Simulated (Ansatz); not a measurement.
**Worked example: BO⁺, triplet against BO, doublet**

Geometry (PBE0/def2-TZVP stationary point of a doublet), kept for both states (BO, doublet: Σ⁺; BO⁺, triplet: Π):

```yaml
atoms:
  - { symbol: B, position_ang: [0.0000, 0.0000, 0.0000] }
  - { symbol: O, position_ang: [0.0000, 0.0000, 1.2006] }
```

Basis cc-pVDZ; Ansatz 0.2.0. Only valence electrons are correlated (noble-gas cores frozen). R marks a restricted (for open shells ROHF) determinant, U an unrestricted one.

Full CI is exact within this basis and frozen core; it isn't the basis-set limit. The frozen core follows each run's orbitals, which can shift R against U totals by a few meV.

```
   level  E(BO, doublet) (hartree)  E(BO⁺, triplet) (hartree)
     UHF                -99.526824                 -99.091840
    UMP2                -99.766435                 -99.257588
UCCSD(T)                -99.780278                 -99.278555
     PBE                -99.913239                 -99.398841
    PBE0                -99.913122                 -99.408336
 full CI                -99.782056                 -99.279524
```

Give the vertical gap, BO⁺ triplet less BO doublet, at each level in eV (1 hartree = 27.2114 eV), and each error against full CI.

full CI: (-99.279524 − (-99.782056)) × 27.2114 = 13.675 eV (the reference)
PBE0: (-99.408336 − (-99.913122)) × 27.2114 = 13.736 eV, error 0.061 eV
PBE: (-99.398841 − (-99.913239)) × 27.2114 = 13.997 eV, error 0.322 eV
UCCSD(T): (-99.278555 − (-99.780278)) × 27.2114 = 13.653 eV, error -0.022 eV
UMP2: (-99.257588 − (-99.766435)) × 27.2114 = 13.846 eV, error 0.171 eV
UHF: (-99.091840 − (-99.526824)) × 27.2114 = 11.837 eV, error -1.838 eV

Total energies of functionals can't be set beside those of wave-function methods, since they hold the core's correlation and their own absolute errors; only the differences compare.

In so small a basis the reference is far from its limit while semilocal and hybrid functionals are nearer theirs, so the functionals' errors here hold much of the reference's basis and frozen-core error, which can add to them or hide them.

Each level lands on the state that its own search finds. T1 diagnostics of restricted CCSD: 0.032 and 0.021.
